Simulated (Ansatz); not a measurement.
**Relaxing Ta3BeAl**

Method: DFT PBE, scalar-relativistic, plane waves, PAW (Ansatz). Cutoff 420 eV, Γ-centred k mesh, Gaussian smearing, no spin polarisation in the final step.

This is the end of a relaxation of cell and atoms.

```yaml
crystal:
  lattice:
    - [4.66113, 0.00000, 0.00000]
    - [0.00000, 4.66113, 0.00000]
    - [0.00000, 0.00000, 4.66113]
  atoms:
    - { symbol: Ta, position: [0.00000, 0.50000, 0.50000] }
    - { symbol: Ta, position: [0.50000, 0.00000, 0.50000] }
    - { symbol: Ta, position: [0.50000, 0.50000, 0.00000] }
    - { symbol: Be, position: [0.00000, 0.00000, 0.00000] }
    - { symbol: Al, position: [0.50000, 0.50000, 0.50000] }
```

Energies over the elements count from the elements' standard structures at the same level, with no empirical corrections.

(1) What space group does it have?

(2) How far does it lie from the elements in energy?

(3) Is it a metal?

Results:

(1) Pm-3m (No. 221). Conventional cell: a = 4.661 Å. Ta has 2 Al at 2.33 Å; around Be lie 12 Ta at 3.30 Å; Al has 6 Ta at 2.33 Å.

(2) 1.59 eV/atom.

(3) Yes, bands cross the Fermi level on the 8×8×8 mesh.

The final run used a 8×8×8 mesh on its 5-atom cell and 0.10 eV smearing. For metals, differences of a few meV/atom aren't resolved. Spin–orbit coupling is left out. The cell came from a trial start, so Ta3BeAl may not exist in this structure.

Cost: 3 runs of about 0.52 core-minutes in all, on Arm Neoverse V1 (shared hosts).